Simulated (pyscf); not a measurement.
A first-order saddle from PySCF, ωB97X-D3(BJ)/def2-SVP:

```xyz
20

C      0.3501     2.0268     0.5677
N      0.0844     0.7034     1.1242
C     -0.8498     0.7270     2.2472
Ge    -0.4169    -0.5945    -0.2584
O     -1.9916     0.2291    -0.6355
O      0.2011    -0.4238    -1.9290
O     -1.1048    -2.0817     0.4442
H      0.7632     2.6999     1.3381
H     -0.5755     2.4653     0.1580
H      1.0785     1.9413    -0.2543
H     -1.8279     1.1244     1.9268
H     -0.9994    -0.2982     2.6175
H     -0.4550     1.3510     3.0671
H     -2.0701     0.3550    -1.5879
H      0.9908    -0.9581    -2.0640
H     -2.0632    -2.0271     0.3320
N      1.4209    -1.1996     0.4842
H      1.0661    -0.1211     1.1610
H      2.2739    -1.1638    -0.0718
H      1.3740    -2.1019     0.9571
```
Charge 0, spin multiplicity 1.

Surface: singlet, charge 0. Lowest wavenumbers (cm⁻¹): 1336i, 75, 88, 131, 183.

What reaction is this the transition state of?

H₃C–N(CH₃)–Ge(OH)(OH)–OH + ammonia (NH₃) ⇌ H₃C–NH–CH₃ + H₂N–Ge(OH)(OH)–OH, a four-centre exchange read from left to right: Ge–N, H–N broken and H–N, Ge–N formed. At ωB97M-D3(BJ)/def2-TZVP it lies +13.4 kcal/mol from the left side and +14.1 kcal/mol from the right (each side as separated species at their lowest minima found). On the reactant side the descent ends in a bound adduct, 10.7 kcal/mol under the separated species and 23.4 kcal/mol under the saddle at ωB97X-D3(BJ)/def2-TZVP. On the product side the descent ends in an adduct with a Ge–N contact (not fully relaxed), 12.2 kcal/mol under the separated species and 24.4 kcal/mol under the saddle at ωB97X-D3(BJ)/def2-TZVP. What is counted as broken (Ge–N) persists as a longer contact in the product adduct; parting that adduct is a step of its own. H₃C–NH–CH₃ lies 7.8 kcal/mol over its isomer H₃C–CH₂–NH₂ (electronic energy, ωB97M-D3(BJ)/def2-TZVP). One saddle was located; it need not be the lowest between these sides. Elements up to Kr have no core potential and no relativistic terms here.
